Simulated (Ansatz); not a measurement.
A nudged elastic band was laid between two geometries of CH6Si + H2S (11 atoms, charge 0, multiplicity 1).

These are results of RKS PBE/def2-SVP in Ansatz 0.2.0, not measurements.

| Property | Result |
| --- | --- |
| movable images | 7 |
| climbing image | yes |
| spring | 5.0 eV/Å² |
| optimiser | quadratic models (default) |
| start path | through a guess of the saddle point |
| force threshold | 0.05 eV/Å |
| iteration limit | 60 |
| end points | relaxed |

Initial state:

```xyz
11
Properties=species:S:1:pos:R:3
Si 0.384 -0.067 0.148
C 0.439 0.134 2.024
H -0.569 0.408 2.397
H 0.756 -0.807 2.516
H 1.150 0.933 2.315
H 1.735 -0.446 -0.403
H -0.050 1.209 -0.524
H -0.588 -1.150 -0.250
S -3.514 0.577 1.291
H -2.997 0.238 0.078
H -3.490 -0.721 1.701
```

Final state:

```xyz
11
Properties=species:S:1:pos:R:3
Si -0.597 0.042 -1.190
C -0.168 0.064 3.253
H -0.784 0.029 4.170
H 0.048 -0.968 2.916
H 0.784 0.584 3.470
H 0.593 0.309 -0.307
H -0.556 0.948 -2.387
H -0.552 -1.395 -1.638
S -2.470 0.518 -0.211
H -2.328 -0.433 0.755
H -0.713 0.610 2.461
```

Task: Which bonds break or form, and what moves?

Result: Bonds broken: Si1–C2, S9–H11. Bonds formed: Si1–S9, C2–H11. CH6Si + H2S becomes CH4 + H4SSi.

Task: What energy profile does the band end with?

Result: It converged. The highest image is number 4 of 0 to 8, 2.14 eV above the first end and 2.70 eV above the last; the last end lies 0.56 eV below the first. Neighbouring images differ by up to 1.8 eV, so the band resolves the path poorly. A vibrational analysis at the climbing image gives one clearly imaginary mode, 1006i cm⁻¹: a first-order saddle point. The orbitals stay closed-shell, which can raise the energy where a bond breaks towards radicals; this wasn't checked here.

```json
{"image": "0", "path coordinate (Å)": "0.00", "energy (eV)": "0.00", "Si1–C2 (Å)": "1.89", "S9–H11 (Å)": "1.36", "Si1–S9 (Å)": "4.11"}
{"image": "1", "path coordinate (Å)": "1.22", "energy (eV)": "0.01", "Si1–C2 (Å)": "1.89", "S9–H11 (Å)": "1.36", "Si1–S9 (Å)": "4.06"}
{"image": "2", "path coordinate (Å)": "2.44", "energy (eV)": "0.05", "Si1–C2 (Å)": "1.90", "S9–H11 (Å)": "1.36", "Si1–S9 (Å)": "3.86"}
{"image": "3", "path coordinate (Å)": "3.67", "energy (eV)": "0.35", "Si1–C2 (Å)": "1.92", "S9–H11 (Å)": "1.37", "Si1–S9 (Å)": "3.30"}
{"image": "4", "path coordinate (Å)": "4.89", "energy (eV)": "2.14", "Si1–C2 (Å)": "2.21", "S9–H11 (Å)": "1.80", "Si1–S9 (Å)": "2.57"}
{"image": "5", "path coordinate (Å)": "5.99", "energy (eV)": "0.48", "Si1–C2 (Å)": "2.92", "S9–H11 (Å)": "2.23", "Si1–S9 (Å)": "2.24"}
{"image": "6", "path coordinate (Å)": "7.10", "energy (eV)": "-0.44", "Si1–C2 (Å)": "3.57", "S9–H11 (Å)": "2.60", "Si1–S9 (Å)": "2.17"}
{"image": "7", "path coordinate (Å)": "8.21", "energy (eV)": "-0.56", "Si1–C2 (Å)": "4.21", "S9–H11 (Å)": "3.08", "Si1–S9 (Å)": "2.17"}
{"image": "8", "path coordinate (Å)": "9.31", "energy (eV)": "-0.56", "Si1–C2 (Å)": "4.46", "S9–H11 (Å)": "3.20", "Si1–S9 (Å)": "2.17"}
```

Task: What is the geometry of the highest image?

Result: 
```xyz
11
Properties=species:S:1:pos:R:3
Si -0.203 0.062 0.002
C -0.136 0.018 2.214
H -0.820 0.181 3.078
H 0.239 -1.021 2.278
H 0.688 0.752 2.297
H 1.265 -0.310 0.183
H -0.128 1.432 -0.605
H -0.706 -1.105 -0.801
S -2.660 0.644 0.489
H -3.051 -0.655 0.629
H -1.231 0.311 1.529
```

The band took 20 iterations and roughly 4 core-minutes.

The run took 2.2 min on 2 threads of Intel(R) Xeon(R) Platinum 8488C (Sapphire Rapids), on a shared host, peak memory 0.14 GiB.
